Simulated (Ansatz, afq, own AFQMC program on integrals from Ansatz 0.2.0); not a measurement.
**F⁻, triplet in aug-cc-pVTZ, levels against CCSDT(Q)**

A free F anion.

Basis aug-cc-pVTZ. Only valence electrons are correlated. Ansatz 0.2.0 and our own AFQMC program on the same integrals; the CISD trial comes from CCSD amplitudes, and released means the phaseless constraint is let go. Uncertainties: one standard error, sampling alone.

Determinant: UHF, the one that the program's search chose, which needn't be the lowest solution.

No full CI on the walks' own integrals is used here; CCSDT(Q) serves as the reference and is uncertain by about the last step of the cluster series.

Cautions: another spin lies lower (by 8.13 eV); at this level and basis the anion state lies above a neutral one; the search met a lower determinant of the same kind, perhaps of another symmetry (193 meV lower), and this one is a saddle point.

The T1 diagnostic is 0.0105. The weight of the determinant in the CISD state is 0.954 and the ⟨S²⟩ of the determinant is 2.003. The size of the correlated space is 8 electrons in 45 orbitals.

```json
{"level": "MP2", "correlation energy (eV)": "-5.9533"}
{"level": "CCSD", "correlation energy (eV)": "-6.2787"}
{"level": "CCSD(T)", "correlation energy (eV)": "-6.4331"}
```

(1) Estimate where phaseless AFQMC with a CISD trial lies against CCSD(T) on the same integrals.

(1) 0.30 ± 0.27 mEh above CCSD(T). The gap is under twice the noise, so this walk alone can't tell the two apart.

Reference: CCSDT(Q), correlation energy -6.445 eV. The released energy is read at 1.62 1/Eh, later times being too noisy (meV from the phaseless value at times in 1/Eh: 8 ± 7 at 0.24, -16 ± 9 at 0.51, -18 ± 12 at 0.99, -15 ± 12 at 1.62, 7 ± 15 at 2.40).

```
         level  E − E(reference) (mEh)  share of correlation (%)
       CCSD(T)                    0.42                     99.82
         CCSDT                    0.10                     99.96
   ph-AFQMC/HF             2.23 ± 1.51                     99.06
 ph-AFQMC/CISD             0.72 ± 0.27                     99.70
released AFQMC             0.18 ± 0.45                     99.93
```

A walk keeps the symmetry of its determinant, which the program's search chose and which needn't be the lowest solution, so a lower state of the same spin and another symmetry isn't excluded. Released energies are given only where the last usable release times agree within the noise; a slower fall can still hide under it.
